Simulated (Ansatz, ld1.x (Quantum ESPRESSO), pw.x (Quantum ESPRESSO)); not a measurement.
**What a changed setting does to a pw.x run (bcc Nb)**

Potential: PAW, ld1.x (Quantum ESPRESSO) 7.5, PBE; core [Ar] 3d10, reference 4s2 4p6 4d4 5s1 5p0; waves: 4s (bound): rcut 1.50, rcutus 1.80 bohr; 5s (bound): rcut 1.50, rcutus 1.80 bohr; 4p (bound): rcut 2.05, rcutus 2.40 bohr; 5p (bound, empty): rcut 2.05, rcutus 2.40 bohr; 4d (bound): rcut 1.75, rcutus 2.35 bohr; 4d channel at 2.7 Ry: rcut 1.75, rcutus 2.35 bohr; local part: all-electron potential smoothed inside 1.80 bohr (lloc = -2); core correction: a·sin(br)/r model core inside 1.76 bohr; augmentation: PSQ, inside the norm-conserving radii.

The reference run (k-mesh 14³, cutoffs 45/360 Ry, Fermi–Dirac 0.01 Ry, mixing_beta 0.4, conv_thr 1e-9, no spin) gives 1.71 GPa at 18.179 Å³/atom, where all-electron LAPW gives 0.16 GPa. This run, with its own iteration cap, changes nbnd to 10.

```
&control
  calculation='scf', prefix='x', pseudo_dir='./', outdir='./tmp', tstress=.true., disk_io='none'
/
&system
  ibrav=0, nat=1, ntyp=1, ecutwfc=45, ecutrho=360, nbnd=10,
  occupations='smearing', smearing='fd', degauss=0.01
/
&electrons
  conv_thr=1e-09, mixing_beta=0.4, electron_maxstep=50
/
ATOMIC_SPECIES
Nb 1.0 Nb.UPF
CELL_PARAMETERS angstrom
  -1.65641822 1.65641822 1.65641822
  1.65641822 -1.65641822 1.65641822
  1.65641822 1.65641822 -1.65641822
ATOMIC_POSITIONS crystal
Nb 0.0000 0.0000 0.0000
K_POINTS automatic
14 14 14 0 0 0
```

```bash
pw.x < Nb.scf.in > Nb.scf.out
```

Task: How does the run end?

Result: It converges in 29 iterations; the free energy moves by +0.0 meV/atom and the pressure by +0.01 GPa. The result is that of the reference run.

```
Message from routine setup:
     using ibrav=0 with symmetry is DISCOURAGED, use correct ibrav instead
     lattice parameter (alat)  =       5.4216  a.u.
     unit-cell volume          =     122.6780 (a.u.)^3
     number of electrons       =        13.00
     number of Kohn-Sham states=           10
     kinetic-energy cutoff     =      45.0000  Ry
     charge density cutoff     =     360.0000  Ry
     scf convergence threshold =      1.0E-09
     Exchange-correlation= SLA  PW   PBX  PBC
     number of k points=   104  Fermi-Dirac smearing, width (Ry)=  0.0100
     iteration #  1     ecut=    45.00 Ry     beta= 0.40
     total energy              =    -334.26342956 Ry
     estimated scf accuracy    <       0.12628853 Ry
     iteration #  2     ecut=    45.00 Ry     beta= 0.40
     total energy              =    -334.26206207 Ry
     estimated scf accuracy    <       0.02876822 Ry
     iteration #  3     ecut=    45.00 Ry     beta= 0.40
     total energy              =    -334.26729433 Ry
     estimated scf accuracy    <       0.00149778 Ry
     [... 23 iterations left out ...]
     iteration # 27     ecut=    45.00 Ry     beta= 0.40
     negative rho (up, down):  1.981E-05 0.000E+00
     total energy              =    -334.26804480 Ry
     estimated scf accuracy    <       0.00000022 Ry
     iteration # 28     ecut=    45.00 Ry     beta= 0.40
     negative rho (up, down):  2.064E-05 0.000E+00
     total energy              =    -334.26804478 Ry
     estimated scf accuracy    <       0.00000007 Ry
     iteration # 29     ecut=    45.00 Ry     beta= 0.40
     negative rho (up, down):  2.076E-05 0.000E+00
     the Fermi energy is    17.7420 ev
!    total energy              =    -334.26804479 Ry
     estimated scf accuracy    <          4.4E-10 Ry
     smearing contrib. (-TS)   =      -0.00648250 Ry
     convergence has been achieved in  29 iterations
     negative rho (up, down):  2.076E-05 0.000E+00
          total   stress  (Ry/bohr**3)                   (kbar)     P=       17.19
     Message from routine punch:
     Nothing written, as per user request (disk_io='none')
```

The run took about 40 s on one core of a shared host (AMD EPYC 7R43 64-Core Processor, 256 threads, 1004 GiB, load 62).
